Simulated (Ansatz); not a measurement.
Species: CH4N, net charge -1, singlet state. It need not be the lowest isomer of its formula. Whether it binds its extra electron was not tested at this geometry. 
Coordinates optimised at B3LYP-D3(BJ)/def2-TZVP (Ansatz, a program for electronic structure):
```xyz
6

C      0.0362     0.6004     0.0100
N      0.0122    -0.8176     0.0924
H     -0.9547     1.1663     0.0150
H     -0.4878    -1.1512    -0.7412
H      0.5669     1.0166     0.8894
H      0.5731     1.0890    -0.8704
```
Charge -1, spin multiplicity 1.

Basis-set convergence of Hartree-Fock and MP2 correlation energies (hartree) with Ansatz. Cores are frozen in the correlated levels unless marked. Spin-orbit coupling is left out. No relativistic terms. This anion needs diffuse functions, which these sets lack.

```csv
basis,functions,E(HF),"E(corr, MP2)"
cc-pVDZ,-,-94.52467,-0.33105
cc-pVTZ,116,-94.56727,-0.41597
cc-pVQZ,230,…,…
```

What belongs in the gaps?


- cc-pVQZ, E(HF): -94.58080
- cc-pVQZ, E(corr, MP2): -0.44617
